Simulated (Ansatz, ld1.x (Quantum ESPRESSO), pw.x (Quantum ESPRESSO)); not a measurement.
## Equation-of-state test of one TM potential (carbon)

```json
{
 "Element": "carbon (C)",
 "Generator": "ld1.x (Quantum ESPRESSO) 7.5",
 "Type": "norm-conserving Troullier–Martins (Kleinman–Bylander form)",
 "Functional": "LDA (PW92)",
 "Relativity": "scalar-relativistic",
 "Frozen core": "[He]",
 "Valence charge": "4",
 "Reference configuration": "2s2 2p2",
 "Partial waves": "2s (bound): rc 1.30 bohr; 2p (bound): rc 2.25 bohr; 3d channel at 0.25 Ry: rc 2.20 bohr",
 "Local potential": "all-electron potential smoothed inside 1.05 bohr (lloc = -1)",
 "Core correction": "Bessel-smoothed model core inside 0.95 bohr"
}
```

Crystal test: diamond C in pw.x 7.5, no spin, 13³ k-points, Fermi–Dirac smearing 0.01 Ry, cutoffs 100/400 Ry. The lattice is a test structure that the element need not adopt, and mesh and smearing are coarse.

pw.x input:

```
&control
  calculation='scf', prefix='x', pseudo_dir='./', outdir='./tmp', tstress=.true., disk_io='none'
/
&system
  ibrav=0, nat=2, ntyp=1, ecutwfc=100, ecutrho=400, nbnd=11,
  occupations='smearing', smearing='fd', degauss=0.01
/
&electrons
  conv_thr=1e-09, mixing_beta=0.4, electron_maxstep=70
/
ATOMIC_SPECIES
C 1.0 C.UPF
CELL_PARAMETERS angstrom
  0.00000000 1.76570891 1.76570891
  1.76570891 0.00000000 1.76570891
  1.76570891 1.76570891 0.00000000
ATOMIC_POSITIONS crystal
C 0.0000 0.0000 0.0000
C 0.2500 0.2500 0.2500
K_POINTS automatic
13 13 13 0 0 0
```

```bash
pw.x < C.scf.in > C.scf.out
```

**Question.** How does the run end?

**Answer.** It converges; the pressure is -21.01 GPa against 0.26 GPa from all-electron LAPW. The largest radius (2.25 bohr) exceeds half the bond length (1.44 bohr), so the spheres overlap, which is one possible source of error among others. This is a poor potential for the solid. The log shows:

```
     number of electrons       =         8.00
     number of Kohn-Sham states=           11
     kinetic-energy cutoff     =     100.0000  Ry
     charge density cutoff     =     400.0000  Ry
     scf convergence threshold =      1.0E-09
     Exchange-correlation= PW
     number of k points=    84  Fermi-Dirac smearing, width (Ry)=  0.0100
     iteration #  1     ecut=   100.00 Ry     beta= 0.40
     total energy              =     -23.16969523 Ry
     estimated scf accuracy    <       0.13306169 Ry
     iteration #  2     ecut=   100.00 Ry     beta= 0.40
     total energy              =     -23.15619513 Ry
     estimated scf accuracy    <       0.03360482 Ry
     iteration #  3     ecut=   100.00 Ry     beta= 0.40
     total energy              =     -23.15917323 Ry
     estimated scf accuracy    <       0.00023655 Ry
     iteration #  4     ecut=   100.00 Ry     beta= 0.40
     total energy              =     -23.15918986 Ry
     estimated scf accuracy    <       0.00000379 Ry
     iteration #  5     ecut=   100.00 Ry     beta= 0.40
     total energy              =     -23.15919037 Ry
     estimated scf accuracy    <       0.00000005 Ry
     iteration #  6     ecut=   100.00 Ry     beta= 0.40
     total energy              =     -23.15919037 Ry
     estimated scf accuracy    <          5.4E-09 Ry
     iteration #  7     ecut=   100.00 Ry     beta= 0.40
     the Fermi energy is    15.6310 ev
!    total energy              =     -23.15919038 Ry
     estimated scf accuracy    <          1.8E-12 Ry
     smearing contrib. (-TS)   =      -0.00000000 Ry
     The total energy is F=E-TS. E is the sum of the following terms:
     one-electron contribution =       8.51388446 Ry
     hartree contribution      =       1.80227168 Ry
     xc contribution           =      -7.64485317 Ry
     ewald contribution        =     -25.83049334 Ry
     convergence has been achieved in   7 iterations
          total   stress  (Ry/bohr**3)                   (kbar)     P=     -210.08
     Message from routine punch:
     Nothing written, as per user request (disk_io='none')
```
